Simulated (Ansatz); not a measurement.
Frontier orbitals of `FC(F)C1CO1`.

```xyz
10

F     2.208    0.357   -0.482
C     0.901    0.697   -0.384
F     0.548    1.279   -1.559
C     0.066   -0.523   -0.157
C    -1.193   -0.413    0.567
O    -0.032   -0.936    1.189
H     0.794    1.429    0.423
H     0.208   -1.314   -0.891
H    -1.981   -1.133    0.364
H    -1.520    0.558    0.930
```

The species carries charge 0 and has multiplicity 1. The structure was optimised at the PBE0-D4/def2-TZVP level. It is one conformer, not always the lowest. Basis def2-TZVPP, Ansatz 0.2.0.

```csv
functional,HOMO (eV),LUMO (eV)
HSE06 (plane-wave form),-8.12,1.02
```

(1) Give HOMO and LUMO (eV) with LDA (SPW92), PBE, revPBE, BLYP, r2SCAN, B97M-V, PBE0, B3LYP, r2SCANh, r2SCAN0, BHLYP, CAM-B3LYP, LC-ωPBE, ωB97X-V, ωB97M-V, HF. (Estimate.)

Answers

(1) Ansatz gave: 
```json
{"functional": "LDA (SPW92)", "HOMO": "-6.97", "LUMO": "0.12"}
{"functional": "PBE", "HOMO": "-6.80", "LUMO": "0.39"}
{"functional": "revPBE", "HOMO": "-6.73", "LUMO": "0.50"}
{"functional": "BLYP", "HOMO": "-6.73", "LUMO": "0.42"}
{"functional": "r2SCAN", "HOMO": "-7.17", "LUMO": "0.85"}
{"functional": "B97M-V", "HOMO": "-7.34", "LUMO": "0.70"}
{"functional": "PBE0", "HOMO": "-8.54", "LUMO": "1.40"}
{"functional": "B3LYP", "HOMO": "-8.28", "LUMO": "1.04"}
{"functional": "r2SCANh", "HOMO": "-7.82", "LUMO": "1.25"}
{"functional": "r2SCAN0", "HOMO": "-8.80", "LUMO": "1.80"}
{"functional": "BHLYP", "HOMO": "-10.24", "LUMO": "2.07"}
{"functional": "CAM-B3LYP", "HOMO": "-10.04", "LUMO": "2.23"}
{"functional": "LC-ωPBE", "HOMO": "-11.35", "LUMO": "3.59"}
{"functional": "ωB97X-V", "HOMO": "-11.04", "LUMO": "3.40"}
{"functional": "ωB97M-V", "HOMO": "-10.98", "LUMO": "2.98"}
{"functional": "HF", "HOMO": "-12.94", "LUMO": "4.11"}
```

B3LYP here is the variant with VWN-RPA as its local correlation; programs differ in this. LC-ωPBE has ω = 0.4 bohr⁻¹. Positive LUMOs are unbound and depend on the basis.
